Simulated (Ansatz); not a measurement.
Born–Oppenheimer molecular dynamics of AlH₄N (6 atoms, charge 0, multiplicity 1). It goes on from the last frame of an earlier run, with new velocities.

These are results of RKS LDA/def2-SVP (Ansatz), not measurements.

| Property | Result |
| --- | --- |
| ensemble | NVT, Nosé–Hoover chain |
| time step | 1 fs |
| steps asked | 150 |
| set temperature | 700 K |
| thermostat | time constant 100 fs, chain length 5 |
| seed | 812214 |

First frame:

```xyz
6
Properties=species:S:1:pos:R:3
Al 0.019 0.019 0.050
N -0.011 0.003 1.804
H -1.029 -0.224 2.277
H 0.859 0.041 2.464
H 1.239 -0.149 -0.886
H -1.436 -0.211 -0.588
```

Question: What does the run give?

Answer: The run went to its last step.

```yaml
steps_done: 150
time_covered: 150 fs
mean_temperature_over_the_second_half: 723 K
spread_of_the_potential_energy_over_the_second_half: 23.6 meV per atom
mean_potential_energy_of_the_second_half_above_the_start: -16.3 meV per atom
```

The conserved energy wandered by up to 6.4 meV per atom (net -1.7 meV per atom), which is poor conservation. A run of 0.15 ps of so small a system gives no equilibrium averages.

Question: What happens to the structure?

Answer: The same pairs are bonded in the first frame and the last. Pairs count as bonded within 1.25 times the sum of covalent radii (0.12 Å more for H–H). This is one draw of velocities; another would differ in detail.

Question: How do temperature and energy run in time?

Answer: 
| time (fs) | T (K) | potential energy less start (eV) | conserved less start (meV/atom) |
| --- | --- | --- | --- |
| 0 | 700 | 0.000 | 0.00 |
| 12 | 681 | -0.007 | -2.67 |
| 24 | 916 | -0.128 | -2.45 |
| 36 | 1054 | -0.217 | -4.78 |
| 48 | 461 | 0.115 | 0.51 |
| 60 | 631 | 0.015 | -0.65 |
| 72 | 1197 | -0.313 | -5.08 |
| 84 | 732 | -0.087 | -5.53 |
| 96 | 455 | 0.079 | 0.00 |
| 108 | 1004 | -0.227 | -1.46 |
| 120 | 524 | -0.005 | -2.25 |
| 132 | 921 | -0.247 | -5.59 |
| 144 | 789 | -0.184 | -1.74 |

Run time: 85 s on 1 thread of Arm Neoverse V2, on a shared host, peak memory 0.094 GiB.
